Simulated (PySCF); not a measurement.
A GIAO shielding run with PySCF 2.14.0 with density-fitted response routines (density fitting, non-relativistic, gas phase) on `CCCSSC`, C4H10S2:

```
{"job": {"kind": "nmr", "xc": "PBE0", "basis": "pcSseg-1"}, "charge": 0, "multiplicity": 1}
C      2.593750    -0.088090     0.244905
C      1.298664    -0.465937    -0.464310
C      0.323917     0.696928    -0.490487
S     -1.242573     0.261576    -1.339300
S     -2.054413    -1.115651    -0.094295
C     -3.058513    -0.081516     1.026590
H      2.397424     0.206260     1.273965
H      3.276013    -0.934282     0.253726
H      3.080306     0.742198    -0.262557
H      0.831553    -1.311410     0.047377
H      1.513230    -0.774966    -1.489376
H      0.715679     1.536454    -1.063433
H      0.076132     1.035980     0.515710
H     -3.755367     0.507878     0.439862
H     -3.593813    -0.766861     1.674518
H     -2.409587     0.560383     1.614750
```

Hardware: 1 thread of an x86-64 server CPU, shared host. The job also computes population analyses, field gradients.

Question: How large is the calculation?

Answer: 66 electrons, 166 basis functions and 906 auxiliary functions.

Question: How long does it take?

Answer: 20 s of wall time, with 12 SCF cycles and 5 response iterations. Times on a shared host scatter by some tens of per cent.
